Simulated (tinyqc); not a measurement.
Inside a calculation. Method: Pariser-Parr-Pople SCF with singles CI, for the molecule C=CC=C([CH2+])Cl (SMILES; centres numbered as the heavy atoms are written). One step of it, computed by the program tinyqc.

Task: Iteration 3: Fock matrix. F_rr = H_rr + P_rr gamma_rr / 2 + sum_(s != r) P_ss gamma_rs; F_rs = H_rs - P_rs gamma_rs / 2; E = tr P (H + F) / 2 + core repulsion sum_(r<s) z_r z_s gamma_rs.

P after iteration 2, lower triangle:
```
            1C         2C         3C        4C         5C       6Cl
1C    0.547528
2C    0.722151   1.049344
3C    0.322083   0.647273   0.714910
4C   -0.224816  -0.029322   0.545335  1.110425
5C   -0.321709  -0.237143   0.271184  0.782816   0.614976
6Cl   0.126452  -0.001888  -0.158409  0.161905  -0.075375  1.962818
```

core matrix H (eV), lower triangle:
```
             1C          2C          3C          4C          5C         6Cl
1C   -37.089772
2C    -2.390000  -44.637529
3C     0.000000   -2.390000  -47.399114
4C     0.000000    0.000000   -2.390000  -50.827849
5C     0.000000    0.000000    0.000000   -2.390000  -41.143742
6Cl    0.000000    0.000000    0.000000   -1.590000    0.000000  -52.510591
```

repulsion gamma_rs (eV), lower triangle:
```
            1C         2C         3C         4C         5C        6Cl
1C   11.130000
2C    7.555066  11.130000
3C    5.239813   7.553419  11.130000
4C    3.669945   5.238149   7.552365  11.130000
5C    2.868661   3.669426   5.238149   7.553419  11.130000
6Cl   3.298143   4.730735   5.327684   7.826986   5.327043  13.000000
```

Centres (angstrom, eV; a flat drawing with bonds scaled to 1.40 angstrom):
```
centre          x          y  core charge z          W   gamma_rr
1C      -2.683000  -0.205000              1  11.160000  11.130000
2C      -1.384000   0.316000              1  11.160000  11.130000
3C      -0.283000  -0.549000              1  11.160000  11.130000
4C       1.017000  -0.028000              1  11.160000  11.130000
5C       2.118000  -0.893000              1  11.160000  11.130000
6Cl      1.215000   1.358000              2  26.000000  13.000000
```

Give: F; pi energy.

Result:

F (eV), lower triangle:
```
           1C        2C        3C        4C       5C       6Cl
1C   -10.0559
2C    -5.1180  -11.9026
3C    -0.8438   -4.8346  -10.5606
4C     0.4125    0.0768   -4.4493  -11.7349
5C     0.4614    0.4351   -0.7103   -5.3465  -9.7119
6Cl   -0.2085    0.0045    0.4220   -2.2236   0.2008  -17.2062
```

pi energy = -94.3449 eV
